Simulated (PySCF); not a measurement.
Unrelated species, one level of theory. Method: TDDFT B3LYP/def2-SVPD, vertical, gas phase, core orbitals frozen in the response (PySCF 2.14.0, density-fitted response routines). Geometries: GFN2-xTB; one conformer of each isolated species. Triplets are in the Tamm–Dancoff approximation. Ions are computed without counter-ions or solvent.

Task: Rank by computed LUMO energy, lowest first.
A. `C(=C\F)/C=C=O`
B. `O=C1C=C1CF`
C. `O=C1C=C[C@@H]1F`
D. `C#CCC(=O)F`
E. `C=C(C)[PH2+]CP`

Result: E (-5.65 eV), C (-2.24 eV), A (-1.69 eV), B (-1.48 eV), D (-1.30 eV).

```tsv
SMILES	LUMO (eV)	first f ≥ 0.01 (nm)	f (S1)	gap (eV)	T1 (eV)	S1 mainly
C=C(C)[PH2+]CP	-5.65	203	0.003	5.94	4.16	H→L (98%)
O=C1C=C[C@@H]1F	-2.24	196	0.000	5.23	3.34	H→L (98%)
O=C=C/C=C/F	-1.69	214	0.000	4.53	2.79	H→L (98%)
O=c1cc1CF	-1.48	193	0.000	5.53	3.86	H→L (100%)
C#CCC(=O)F	-1.30	219	0.016	6.92	5.06	H→L (78%)
```

H and L stand for HOMO and LUMO.

- `C=C(C)[PH2+]CP`: Löwdin shares by element: HOMO phosphorus 63% or more, hydrogen 16% or more, carbon 11% or more; LUMO carbon 60% or more, phosphorus 16% or more (atoms not listed hold the other 24%).
- `O=C1C=C[C@@H]1F`: Löwdin shares by element: HOMO oxygen 52%, carbon 37% or more; LUMO carbon 70% or more, oxygen 17%.
- `O=C=C/C=C/F`: Löwdin shares by element: HOMO carbon 73% (atoms not listed hold the other 27%); LUMO carbon 54% or more, oxygen 32%, hydrogen 7% or more.
- `O=c1cc1CF`: Löwdin shares by element: HOMO oxygen 54%, carbon 39% or more; LUMO carbon 80% or more, hydrogen 7% or more.
- `C#CCC(=O)F`: Löwdin shares by element: HOMO carbon 79% or more, oxygen 10%; LUMO carbon 44% or more, oxygen 30%, fluorine 9% (atoms not listed hold the other 17%).
